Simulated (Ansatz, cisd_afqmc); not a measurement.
Species: CH$_{2}$, charge 1, doublet. CH2+ (parent SMILES [CH2], doublet).
B3LYP-D3(BJ)/def2-TZVP minimum from Ansatz (a first-principles code):
```xyz
3

C      0.0907     0.0000     0.0000
H     -0.2722     0.0000    -1.0355
H     -0.2722     0.0000     1.0355
```
Charge +1, spin multiplicity 2.

Total energies in cc-pVDZ, 5 correlated electrons, 1 frozen orbitals. Open shells are spin-unrestricted; no spin-orbit coupling. Cores are frozen in correlated methods. No relativity. AFQMC is phaseless with a CISD trial state; ± is one standard error, without the phaseless bias. Outlying blocks are dropped, and bars are widened where a walk drifts. Over all cases where full CI ran beside it in this data, AFQMC minus full CI had a median of +0.1 mEh and passed +0.4 mEh in a tenth of the cases. Full CI freezes restricted core orbitals and the other rows unrestricted ones, which leaves a small offset even where coupled cluster is exact.

| method | program | energy (Eh) | error against FCI (mEh) |
|---|---|---|---|
| HF | Ansatz | -38.57139 | 98.06 |
| MP2 | Ansatz | -38.64671 | 22.74 |
| CCSD | Ansatz | -38.66776 | 1.68 |
| CCSD(T) | Ansatz | -38.66906 | 0.38 |
| CCSDT(Q) | Ansatz | -38.66946 | -0.01 |
| CCSDTQ | Ansatz | -38.66947 | -0.02 |
| AFQMC/CISD | cisd_afqmc | -38.6695 ± 0.0001 | 0.0 ± 0.1 |
| FCI | Ansatz | -38.66945 | 0.00 |

Rough core times of Ansatz's runs on a shared machine: CCSD(T) under 20 s, CCSDT(Q) under 20 s, CCSDTQ 40 s, FCI under 20 s.
